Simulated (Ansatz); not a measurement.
AlH$_{3}$NS (`[NH2][Al][SH]`) radical, relaxed with UKS PBE0-D4/def2-TZVP in the Gaussian-basis code of Ansatz from a PBE-D4/def2-SVP geometry. The force threshold is 0.005 eV/Å; the program also tests the step.

The species carries charge 0 and has multiplicity 2.

Start:

```xyz
6

N     1.194   -0.328   -0.575
Al   -0.467   -0.651    0.011
S    -1.543    1.080    0.922
H     1.677    0.573   -0.516
H     1.805   -1.023   -1.011
H    -2.666    0.349    1.169
```

**Question.** How much energy does the relaxation release, and in how many steps? (Estimate.)

**Answer.** The calculation gave: 0.03 eV, in 6 steps, 1 of them rejected.

**Question.** Which bonds change most? (Estimate.)

**Answer.** Computed: Al2–S3 from 2.232 to 2.208 Å; N1–Al2 from 1.791 to 1.770 Å; S3–H6 from 1.363 to 1.343 Å; N1–H5 from 1.023 to 1.007 Å.

**Question.** Give the relaxed structure. (Best estimate.)

**Answer.** The calculation gave: 
```xyz
6

N     1.182   -0.324   -0.566
Al   -0.461   -0.649    0.006
S    -1.522    1.064    0.908
H     1.650    0.568   -0.507
H     1.782   -1.008   -0.998
H    -2.631    0.349    1.157
```
